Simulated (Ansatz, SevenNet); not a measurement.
Elastic constant C13 (GPa) along a series of related solids, from the machine-learned potential SevenNet-l3i5 (trained on PBE and PBE+U data); LDA in Ansatz (plane waves, PAW).

```json
[
 {"solid": "double-hcp La", "SevenNet-l3i5": "23.5", "LDA": "9.32"},
 {"solid": "hcp Hf", "SevenNet-l3i5": "93.1", "LDA": "81.1"},
 {"solid": "hcp Re", "SevenNet-l3i5": "277", "LDA": "246"},
 {"solid": "hcp Os", "SevenNet-l3i5": "321", "LDA": "246"}
]
```

Members of the series are missing where a level wasn't run or failed, where a doubt is noted on the run or the magnetic state, for phases of high temperature or layered ones, and where values are held back for tests.

Ansatz's runs of these crystals have no spin polarisation.

Spin–orbit coupling is left out, also for the solids with elements from indium on (double-hcp La, hcp Hf, hcp Re, hcp Os); its size isn't shown.

Each level is taken at its own relaxed cell. Ansatz's density-functional and Hartree–Fock values are scalar-relativistic unless marked +SOC, with PAW data made under PBE.

Ansatz is a first-principles code.
